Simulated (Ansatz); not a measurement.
Born–Oppenheimer molecular dynamics of BCl₂ (3 atoms, charge 0, multiplicity 2). It goes on from the last frame of an earlier run, with new velocities.

The calculation used UKS PBE-D4/def2-SVP (Ansatz 0.2.0).

* ensemble: NVT, Langevin thermostat
* time step: 2 fs
* steps asked: 250
* set temperature: 1000 K
* friction: 0.005 /fs
* seed: 639484

First frame:

```xyz
3
Properties=species:S:1:pos:R:3
Cl 0.382 -1.532 0.035
B -0.489 -0.022 -0.267
Cl 0.087 1.510 0.216
```

Q: How far do the bonds stretch over the last three quarters of this one trajectory? (Pairs bonded in most of those frames.)

A: 
```json
{"bond": "Cl1–B2", "mean (Å)": "1.746", "spread (Å)": "0.043", "shortest": "1.67", "longest": "1.84"}
{"bond": "B2–Cl3", "mean (Å)": "1.749", "spread (Å)": "0.055", "shortest": "1.61", "longest": "1.86"}
```

Mean temperature of the second half: 1212 K. The mean temperature of the second half is 21 % above the set value. A run of 0.5 ps of so small a system gives no equilibrium averages.

Run time: 5.2 min on 1 thread of Arm Neoverse V1, with other jobs on the host, peak memory 0.2 GiB.
